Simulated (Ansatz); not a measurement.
Mulliken charges of BClH4Si, SMILES `B[SiH2]Cl` from r2SCAN/def2-TZVPP in Ansatz (PBE0-D4/def2-TZVP geometry).

| atom | x (Å) | y (Å) | z (Å) | charge (e) |
| --- | --- | --- | --- | --- |
| B1 | -1.020 | 0.003 | -0.690 | -0.025 |
| Si2 | 0.627 | -0.106 | 0.445 | 0.385 |
| Cl3 | 1.794 | 1.596 | 0.380 | -0.268 |
| H4 | -1.746 | -0.947 | -0.719 | 0.018 |
| H5 | -1.316 | 0.963 | -1.333 | 0.031 |
| H6 | 0.246 | -0.331 | 1.866 | -0.071 |
| H7 | 1.477 | -1.245 | 0.005 | -0.071 |

By hand: the dipole of these point charges (1 e Å = 4.8032 D).

Σ q r = (-0.408, -0.344, -0.100) e Å, of length 0.543 e Å = 2.61 D.

How does the dipole of the full density compare? (An estimate is asked.)

Ansatz gave: (-0.229, -0.212, -0.048) e Å, 1.52 D; the point charges give 1.72 times that, at 3° from its direction.

Point charges leave out the atoms' own dipoles, such as those of lone pairs, and Mulliken's split depends on the basis, so the two needn't agree.
